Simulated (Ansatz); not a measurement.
# C₃H₄FN: basis-set convergence

One table from this session's results is given with a row withheld; the runs are named, their logs left out.

Program: Ansatz 0.2.0, Gaussian basis. Level of theory: one geometry, several basis sets. These are calculated values, not measurements.

Levels to be run: PBE0-D4/def2-SVP; ωB97M-V/def2-SVP; PBE0-D4/def2-QZVPP; ωB97M-V/def2-QZVPP; the functionals' def2-TZVPP values are taken from earlier runs.

## The relaxed structure

An earlier PBE0-D4 in a triple-zeta def2 set relaxation fixed the geometry.

SMILES `NC=C=CF`, 9 atoms, charge 0, spin multiplicity 1.

Atoms are counted from 1 here; the program's logs count them from 0.

Bond lengths: N1–C2 1.378 Å, N1–H6 1.007 Å, N1–H7 1.006 Å, C2–C3 1.311 Å, C2–H8 1.088 Å, C3–C4 1.294 Å, C4–F5 1.353 Å, C4–H9 1.086 Å. Angles: C2–N1–H6 115.9°, C2–N1–H7 115.8°, H6–N1–H7 113.6°, N1–C2–C3 126.8°, N1–C2–H8 114.1°, C3–C2–H8 119.0°, C2–C3–C4 175.5°, C3–C4–F5 123.0°, C3–C4–H9 126.1°, F5–C4–H9 110.9°.

The first run:

The input, in.yaml:

```yaml
crystal:
  periodic: [false, false, false]
  atoms:
    - {symbol: N, position_ang: [1.557686, -0.633376, -0.627375]}
    - {symbol: C, position_ang: [0.280516, -0.797947, -0.136287]}
    - {symbol: C, position_ang: [-0.526172, 0.146083, 0.285642]}
    - {symbol: C, position_ang: [-1.306223, 1.044185, 0.795711]}
    - {symbol: F, position_ang: [-2.270823, 1.671367, 0.084197]}
    - {symbol: H, position_ang: [1.804511, 0.302005, -0.907502]}
    - {symbol: H, position_ang: [1.875464, -1.341956, -1.266924]}
    - {symbol: H, position_ang: [-0.038687, -1.836038, -0.065906]}
    - {symbol: H, position_ang: [-1.287772, 1.399277, 1.821344]}
basis:
  gaussian: {orbitals: def2-SVP}
hamiltonian: {xc: pbe0, dispersion: d4}
output: {orbitals: {seedname: orbitals}}
```

Launch:

```
$ ansatz run in.yaml --threads 2 --pin off --events-out ev --progress --plain --max-ram 4352MiB
```

Steps of the session up to this table: PBE0-D4 in def2-SVP; ωB97M-V in def2-SVP; PBE0-D4 in def2-QZVPP; ωB97M-V in def2-QZVPP.

One of the session's tables, all rows but one given; the rest of the session is left out.

It belongs to the step «Density functionals: the series». 

```
functional       basis  HOMO (eV)  LUMO (eV)
   PBE0-D4    def2-SVP      -6.31       0.49
   PBE0-D4  def2-TZVPP      -6.50       0.16
   PBE0-D4  def2-QZVPP          ?          ?
   ωB97M-V    def2-SVP      -8.48       2.53
   ωB97M-V  def2-TZVPP      -8.68       1.93
   ωB97M-V  def2-QZVPP      -8.73       1.42
```

Estimate the missing values for PBE0-D4, def2-QZVPP.

**Answer.** HOMO (eV): -6.54; LUMO (eV): -0.04. In the column «HOMO (eV)» it lies between ωB97M-V, def2-SVP (-8.48) and PBE0-D4, def2-TZVPP (-6.50).
